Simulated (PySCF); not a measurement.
Several molecules and their computed UV-vis stick spectra, shuffled. Computed, not measured: TDDFT CAM-B3LYP/def2-SVPD, vertical, gas phase, core orbitals frozen in the response in PySCF 2.14.0, density-fitted response routines. Geometries: GFN2-xTB; one conformer of each isolated species. Triplets are in the Tamm–Dancoff approximation.

A. `C[SiH2]/C=C\[SiH3]` (C3H10Si2)
B. `CC1[SiH2]C[SiH2]1` (C3H10Si2)
C. `N#N` (N2)
D. `FC([PH2]=S)=C(F)F` (C2H2F3PS)
E. `S=C1SCCS1` (C3H4S3)

Lowest singlet levels (six at most, fewer where fewer were computed) with oscillator strengths:

1. 216 nm (f 0.006); 193 nm (f 0.337); 170 nm (f 0.012); 165 nm (f 0.001); 159 nm (f 0.004); 159 nm (f 0.004); T1 3.99 eV
2. 241 nm (f 0.036); 240 nm (f 0.015); 216 nm (f 0.002); 209 nm (f 0.010); 206 nm (f 0.004); 195 nm (f 0.023); T1 4.11 eV
3. 198 nm (f 0.006); 179 nm (f 0.004); 178 nm (f 0.000); 173 nm (f 0.134); 169 nm (f 0.004); 168 nm (f 0.017); T1 5.97 eV
4. 438 nm (f 0.000); 278 nm (f 0.204); 261 nm (f 0.079); 239 nm (f 0.001); 227 nm (f 0.001); 226 nm (f 0.001); T1 2.46 eV
5. 134 nm (f 0.000); 131 nm (f 0.000 summed over 2 states); 127 nm (f 0.000 summed over 2 states); 91 nm (f 0.290 summed over 2 states) [of 8 roots; the last level is left out, as the window may have cut its degenerate partner]; T1 7.50 eV

Question: Which spectrum belongs to which structure?

Answer: 1 = A, 2 = D, 3 = B, 4 = E, 5 = C.
- A: S1 at 5.74 eV, HOMO-1→LUMO (90%); Löwdin shares by element: HOMO carbon 72%, silicon 6% or more (atoms not listed hold the other 21%); LUMO carbon 55% or more, silicon 22% (atoms not listed hold the other 23%); HOMO -9.13 and LUMO 0.10 eV.
- B: S1 at 6.26 eV, HOMO→LUMO (91%); Löwdin shares by element: HOMO carbon 44% or more, silicon 30% (atoms not listed hold the other 26%); LUMO silicon 33%, carbon 21% or more (atoms not listed hold the other 46%); HOMO -8.83 and LUMO 0.70 eV; point group Cs, 1 of its 6 listed states under f = 0.0005.
- C: S1 at 9.26 eV, HOMO-2/HOMO-1→LUMO/LUMO+1 (99%); HOMO -13.83 and LUMO 0.76 eV; point group D∞h, 5 of its 7 listed states under f = 0.0005.
- D: S1 at 5.14 eV, HOMO→LUMO (93%); Löwdin shares by element: HOMO sulfur 71%, phosphorus 16%, carbon 5% or more; LUMO carbon 44%, sulfur 16%, phosphorus 16% (atoms not listed hold the other 24%); HOMO -8.51 and LUMO -0.10 eV.
- E: S1 at 2.83 eV, HOMO→LUMO (94%); S1 has the pattern of n→π* at C=S; HOMO -7.82 and LUMO -0.98 eV; point group C2, 1 of its 6 listed states under f = 0.0005.

A slash joins orbitals within 0.01 eV of each other, whose weights are summed (≥ marks a lower bound).
